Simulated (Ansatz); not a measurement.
# Where PBE misses the cohesive energy: 10 values for a set of hcp solids

PBE (Ansatz, an electronic-structure program) was set against 10 reference values (hcp Be, hcp Cd, hcp Co, hcp Mg, hcp Ru, hcp Sc, hcp Ti, hcp Y, hcp Zn, hcp Zr), measured values corrected to a static lattice or taken at low temperature (these still hold zero-point motion). Its mean error is +0.04 eV/atom and its mean absolute error 0.27 eV/atom (median 0.25 eV/atom); 4 of 10 lie within 0.2 eV/atom, and the value is too low in 6 of 10 cases.

All rows, largest deviation first (by eV/atom; values in eV/atom; a dash: no usable value at that level):

| solid | reference | PBE | PBE error (eV/atom) | in % | r²SCAN | PBEsol | LDA |
|---|---|---|---|---|---|---|---|
| hcp Co | 4.47* | 5.02 | +0.55 | +12 | 4.70 | 5.84 | 6.67 |
| hcp Cd | 1.18* | 0.75 | -0.43 | -37 | 1.07 | 1.20 | 1.52 |
| hcp Be | 3.32 | 3.73 | +0.41 | +12 | 3.80 | 3.98 | 4.23 |
| hcp Ti | 4.88* | 5.28 | +0.40 | +8 | 4.67 | 5.83 | 6.45 |
| hcp Zn | 1.38* | 1.11 | -0.27 | -20 | 1.47 | 1.58 | 1.88 |
| hcp Y | 4.42* | 4.19 | -0.23 | -5 | 4.08 | 4.61 | 4.92 |
| hcp Sc | 3.93* | 4.12 | +0.19 | +5 | 3.99 | 4.54 | 4.89 |
| hcp Zr | 6.32* | 6.20 | -0.12 | -2 | 5.68 | 6.79 | 7.41 |
| hcp Ru | 6.8* | 6.76 | -0.04 | -1 | 6.29 | 7.77 | 8.78 |
| hcp Mg | 1.51 | 1.50 | -0.01 | -1 | 1.71 | 1.71 | 1.77 |

A star marks references brought to a static lattice; the others are low-temperature values that still hold zero-point motion, which matters most for light elements.

Differences are worked out from unrounded values.

Programs: Ansatz.

Ansatz's runs of these crystals have no spin polarisation, but for hcp Co. Meta-GGAs and exact exchange favour moments, which can bear on hcp Co, hcp Ti, hcp Y, hcp Sc.

Density-functional runs with spin start from parallel moments for hcp Co.

Free atoms are spin-polarised, in the lowest state found; at levels without +SOC their spin–orbit coupling is left out. Each level is taken at its own relaxed cell. Ansatz's density-functional and Hartree–Fock values are scalar-relativistic unless marked +SOC, with PAW data made under PBE.

Not in this set, of the hcp solids with a reference value in our tables and a result at some level: 5 for the spin–orbit terms of free Br, In, Sn, Te, I and atoms past barium, a cut that leaves lighter open-shell atoms' terms in the errors; 1 for sources at odds. These can be a level's best or worst cases. Solids without a released value at any level aren't counted. Layered and molecular crystals are counted apart. The metals Ce to Yb are counted apart.

References as tabulated in Jana et al. (2018), arXiv:1807.00350; Kittel's textbook; Mejia-Rodriguez and Trickey (2018), arXiv:1807.09216.
